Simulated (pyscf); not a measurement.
A first-order saddle from PySCF, ωB97X-D3(BJ)/def2-SVP:

```xyz
8

Al     0.3456     0.4561     0.4977
Cl    -0.1267     0.7387     2.5373
C     -1.4771    -0.1883    -0.4349
C     -0.3647    -0.0822    -1.3391
H     -1.7939    -1.1826    -0.0989
H     -2.2450     0.5942    -0.4453
H      0.1736    -0.9712    -1.6857
H     -0.2675     0.7671    -2.0242
```

Surface: singlet, charge 0. Lowest wavenumbers (cm⁻¹): 459i, 108, 235, 420, 504.

Question: Name the species on either side of this saddle.

Answer: `[Al][Cl]` [singlet] + `[CH2]=[CH2]` ⇌ `[Cl][Al]1[CH2][CH2]1`, a cycloaddition read from left to right: none broken and Al–C, Al–C formed. At CCSD(T)/def2-TZVPP + ΔMP2(QZVPP) it lies +1.21 eV from the left side and +0.86 eV from the right (each side as separated species at their lowest minima found). On the reactant side the descent ends in a complex, 0.20 eV under the separated species and 1.41 eV under the saddle at ωB97X-D3(BJ)/def2-TZVP. One saddle was located; it need not be the lowest between these sides. One closed-shell reference is unstable to symmetry breaking; treat the single-reference values with care. The CCSD(T) − MP2 part came from Ansatz, without density fitting, on the same reference.
